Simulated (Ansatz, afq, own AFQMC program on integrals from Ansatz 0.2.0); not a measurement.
Two steps: Ansatz 0.2.0 writes the Fock matrix and Cholesky factors of the valence space, and afq projects on them the lowest state that overlaps trial and start.

```yaml
crystal:
  periodic: [false, false, false]
  atoms:
    - {symbol: Al, position_ang: [0.000000, 0.000000, 0.000000]}
basis:
  gaussian: {orbitals: cc-pVQZ}
magnetization: {spin_polarized: true, initial_magnetization: 1}
correlation: {method: ccsd_t, electrons: outside_noble_gas, hamiltonian_folder: ham}
```

```sh
$ ansatz run in.yaml --threads 1 --pin off --events-out ev --progress --plain --max-ram 1843MiB
```

afq runs on the folder ham with

```
--method phaseless --trial hf --walkers 120 --populations 1 --least-time 40 --time-step 0.005 --steps-per-block 20 --equilibration-blocks 112 --max-blocks 600 --target-error 0.00063 --factor-cut 1e-05 --start spin_pure --seed 7560 --taylor-order 6
```

Times are imaginary, in 1/Eh. The walk had a cap of 1876 s.

Output of the walk:

```
orbitals 54  electrons 2 1  factors 350 of 354
reference energy -241.88041280 Eh
CCSD correlation -0.05198810 Eh in 10 cycles, weight of the determinant in the CISD state 0.9310
energy of the start -241.880561 Eh
 block  time / (1/Eh)  mean weight  energy / Eh
     1     0.100  1.0004  -241.886317
     2     0.200  1.0003  -241.890411
     3     0.300  0.9992  -241.894592
     4     0.400  1.0003  -241.898250
     5     0.500  1.0004  -241.901231
    10     1.000  1.0000  -241.911606
    69     6.900  1.0004  -241.938817
    86     8.600  1.0003  -241.931097
   171    17.100  1.0010  -241.926779
   256    25.600  0.9961  -241.927115
   341    34.100  1.0006  -241.918327
   426    42.600  1.0002  -241.921438
   511    51.100  1.0008  -241.927310
   596    59.600  1.0005  -241.927112
   681    68.100  1.0009  -241.920932
   698    69.800  0.9998  -241.927092
blocks merged  error / Eh  count
     1  0.000253  600
     2  0.000342  300
     4  0.000461  150
     8  0.000607  75
    16  0.000766  37
    32  0.000924  18
    64  0.000912  9
energy -241.929040 +/- 0.000924 Eh
(rows thinned)
```

The run passed its tests (sampling time, drift between the halves within three errors, error under three times the target), which doesn't prove that it has relaxed.

Against this walk (error 25.2 meV) on the same determinant: CCSD(T) 126.0 meV lower, full CI 138.6 meV lower. The error is statistical and leaves out the bias of the constraint. Full CI is exact here, so the walk's 139 meV above it is the walk's own error: the bias of the constraint with this trial. It lies above even CCSD, by 91 meV.

Cautions: constraint bias not in the error; error above the target (25.2 against 17.1 meV).

The walk took 6.2 min on 1 thread of Arm Neoverse V1, with other jobs on the host. The log's last line is the phaseless energy.

A walk keeps the symmetry of its determinant, which the program's search chose and which needn't be the lowest solution, so a lower state of the same spin and another symmetry isn't excluded.
